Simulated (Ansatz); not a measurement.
# O2F (SMILES [O]OF) at 4 levels

We compute a comparison of 4 runs (UHF/STO-3G, UB2PLYP/STO-3G, UBHLYP/STO-3G, UPBE/STO-3G) of O2F. 

The calculation is run with Ansatz 0.2.0.

38 further runs of the same task are left out: 11 that didn't finish, 27 set aside as unsound or not needed.

## Step 1: The system as given

The species is O2F (3 atoms), meant as a doublet with charge 0. SMILES: `[O]OF`. The O2–O1 distance was set to 2.953 Å, away from the relaxed value. At this shape a bond of the SMILES string is far longer than usual.

A long bond or contact: O2–F3 1.573 Å.

## Step 2: A single-point energy at UHF/STO-3G (run 1)

File input.yaml:

```yaml
crystal:
  periodic: [false, false, false]
  atoms:
    - {symbol: O, position_ang: [2.133566, -1.485377, 1.013692]}
    - {symbol: O, position_ang: [0.133270, 0.497870, 0.127930]}
    - {symbol: F, position_ang: [-1.066650, -0.202430, -0.610160]}
basis:
  gaussian:
    orbitals: STO-3G
magnetization:
  spin_polarized: true
  initial_magnetization: 1
hamiltonian:
  xc: hf
accuracy: high
```

Started as:

```sh
$ ansatz run input.yaml --threads 1 --pin off --max-ram 3480MiB --events-out events.jsonl --progress --plain --runs-dir runs
```

The program printed:

```text
Warning: RAYON_NUM_THREADS=1 ignored (pool sized by the plan → 1); use --threads N
Functional definition: HF
  name "HF"
  exchange = exact_x
  correlation = 0
229 factors; integrals over basis functions are off by at most 4.2e-8 eV
mean field evaluation 1: about -6622.5939 eV, gradient 5.2e1 eV
mean field evaluation 2: about -6622.6267 eV, gradient 5.2e1 eV
mean field evaluation 4: about -6608.3671 eV, gradient 3.7e1 eV
mean field evaluation 8: about -6671.5811 eV, gradient 2.6e1 eV
mean field evaluation 16: about -6681.6700 eV, gradient 1.1e-3 eV
mean field evaluation 32: about -6681.6703 eV, gradient 2.8e-8 eV
mean field evaluation 64: about -6682.7100 eV, gradient 2.8e0 eV
mean field evaluation 96: about -6682.9601 eV, gradient 3.6e-2 eV
mean field evaluation 128: about -6682.9601 eV, gradient 6.1e-3 eV
mean field evaluation 160: about -6682.8340 eV, gradient 2.6e0 eV
mean field evaluation 192: about -6682.9571 eV, gradient 6.8e-3 eV
mean field evaluation 224: about -6680.3854 eV, gradient 3.9e-1 eV
mean field evaluation 256: about -6681.2992 eV, gradient 5.8e0 eV
mean field evaluation 288: about -6678.7189 eV, gradient 4.1e0 eV
mean field evaluation 320: about -6680.5188 eV, gradient 1.5e0 eV
mean field evaluation 352: about -6682.1012 eV, gradient 2.2e-3 eV
mean field evaluation 384: about -6674.5581 eV, gradient 1.7e1 eV
mean field -6682.96306969 eV, -245.5943629360 hartree, gradient 1.3e-8 eV, S^2 2.338415; 6 other end points of the search recorded, 0 dependent functions left out
reference -6682.96306969 eV, -245.5943629360 hartree; 13, 12 occupied and 2, 3 virtual orbitals, 229 factors
Total energy: -6682.96306969 eV, -245.5943629360 hartree
```

Run time: 0.67 s. Hardware: 1 thread of Arm Neoverse V1, shared host.

## Step 3: A single-point energy at UB2PLYP/STO-3G (run 2)

File in.yaml:

```yaml
crystal:
  periodic: [false, false, false]
  atoms:
    - {symbol: O, position_ang: [2.133566, -1.485377, 1.013692]}
    - {symbol: O, position_ang: [0.133270, 0.497870, 0.127930]}
    - {symbol: F, position_ang: [-1.066650, -0.202430, -0.610160]}
basis:
  gaussian:
    orbitals: STO-3G
magnetization:
  spin_polarized: true
  initial_magnetization: 1
hamiltonian:
  xc: {name: B2PLYP}
correlation:
  frozen_orbitals: {F: 1, O: 1}
accuracy: high
```

Started as:

```sh
$ ansatz run in.yaml --threads 1 --pin off --max-ram 3480MiB --events-out events.jsonl --progress --plain --runs-dir runs
```

The program printed, shortened:

```text
Warning: RAYON_NUM_THREADS=1 ignored (pool sized by the plan → 1); use --threads N
Functional definition: B2PLYP
  name "B2PLYP"
[...]
229 factors; integrals over basis functions are off by at most 4.2e-8 eV
[...]
mean field -6698.63832771 eV, -246.1704180430 hartree, gradient 2.7e-8 eV, S^2 1.975153; 10 other end points of the search recorded, 0 dependent functions left out
3 core orbitals not correlated: weight in the atoms' cores, before any rotation towards them, 1.000 or more for the frozen orbitals, at most 0.000 for the correlated occupied ones
reference -6698.63833858 eV, -246.1704184428 hartree; 10, 9 occupied and 2, 3 virtual orbitals, 229 factors
second order -1.49100778 eV of doubles, -0.00000000 eV of singles
Total energy: -6699.04091068 eV, -246.1852126947 hartree
```

Wall time 40 s (1 thread of Arm Neoverse V1, shared host); peak memory 0.11 GiB.

Run 3 isn't shown in full; the table further down has it.

## Step 4: The energy at UPBE/STO-3G (run 4)

File job.yaml:

```yaml
crystal:
  periodic: [false, false, false]
  atoms:
    - symbol: O
      position_ang: [2.133566, -1.485377, 1.013692]
    - symbol: O
      position_ang: [0.133270, 0.497870, 0.127930]
    - symbol: F
      position_ang: [-1.066650, -0.202430, -0.610160]
basis:
  gaussian:
    orbitals: STO-3G
magnetization:
  spin_polarized: true
  initial_magnetization: 1
hamiltonian:
  xc: {name: PBE}
accuracy: high
```

Started as:

```sh
$ ansatz run job.yaml --threads 1 --pin off --max-ram 3480MiB --events-out events.jsonl --progress --plain --runs-dir runs
```

The program printed, shortened:

```text
Warning: RAYON_NUM_THREADS=1 ignored (pool sized by the plan → 1); use --threads N
Functional definition: PBE
  name "PBE"
[...]
229 factors; integrals over basis functions are off by at most 4.2e-8 eV
[...]
mean field -6699.59312816 eV, -246.2055063124 hartree, gradient 2.2e-8 eV, S^2 1.752305; 14 other end points of the search recorded, 0 dependent functions left out
reference -6699.59312894 eV, -246.2055063411 hartree; 13, 12 occupied and 2, 3 virtual orbitals, 229 factors
Total energy: -6699.59312894 eV, -246.2055063411 hartree
```

Wall time 51 s (1 thread of Arm Neoverse V1, shared host); peak memory 0.1 GiB.

## Step 5: Overview of the runs

```csv
run,level,frozen core orbitals,energy (Eh),⟨S²⟩,wall time
1,UHF/STO-3G,–,-245.594363,2.338,0.67 s
2,UB2PLYP/STO-3G,3,-246.185213,1.975,40 s
3,UBHLYP/STO-3G,–,-246.402275,1.921,17 s
4,UPBE/STO-3G,–,-246.205506,1.752,51 s
```

## Step 6: Results

```
           quantity          value
run 4: total energy  -246.20551 Eh
        run 4: ⟨S²⟩          1.752
```

Totals of different functionals can't be ranked against each other. In runs 1, 2, 3, 4 the basis is minimal, so the values are rough. Spin contamination of the reference: run 1 ⟨S²⟩ = 2.34, run 2 ⟨S²⟩ = 1.98, run 3 ⟨S²⟩ = 1.92, run 4 ⟨S²⟩ = 1.75. Where it is this large, the reference is a mixture of spin states, and values that rest on it are in doubt. All runs together took 1.8 min, the longest 51 s.
